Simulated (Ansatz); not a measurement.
Results of revPBE (PAW; Ansatz, an electronic-structure program) for bcc V.

Run with plane-wave cutoff 520 eV, 26×26×26 k mesh, Fermi–Dirac smearing 0.05 eV, no spin polarisation, scalar-relativistic PAW data made under PBE.

Pressure at four volumes; x = ln(V/13.691 Å³). One pressure is withheld.

| V (Å³/atom) | x | P (GPa) |
|---|---|---|
| 12.869 | -0.0619 | ? |
| 13.143 | -0.0408 | 7.75 |
| 13.691 | 0.0000 | 0.02 |
| 14.512 | 0.0582 | -9.09 |

Task: Pass a parabola P(x) through the three rows shown, estimate the bulk modulus and its pressure derivative near zero pressure, and predict the withheld pressure.

Result: Slopes between the rows: (0.02 − (7.75))/(0.0000 − (-0.0408)) = -189.46 and (-9.09 − (0.02))/(0.0582 − (0.0000)) = -156.53 GPa. Their difference over the span 0.0990 is c = 32.93/0.0990 = 332.6 GPa, so P(x) = 7.75 + (-189.46)(x − (-0.0408)) + 332.6 (x − (-0.0408))(x − (0.0000)). At the middle row B = −dP/dx = −[-189.46 + 332.6 × 0.0408] = 175.9 GPa, and B′ = dB/dP = 2c/B = 3.8. At x = -0.0619 the parabola gives 12.18 GPa; the run gives 12.21 GPa. The Birch–Murnaghan fit to the energies at all volumes has B0 = 175 GPa and B′ = 3.8.

Measured, for comparison: bulk modulus 161 GPa (corrected for temperature and zero-point phonon effects, sources range from 159 to 166; as tabulated in Levämäki et al. (2014), arXiv:1402.3671). Computed less measured: bulk modulus +9 % (+5 % to +10 % over the range).
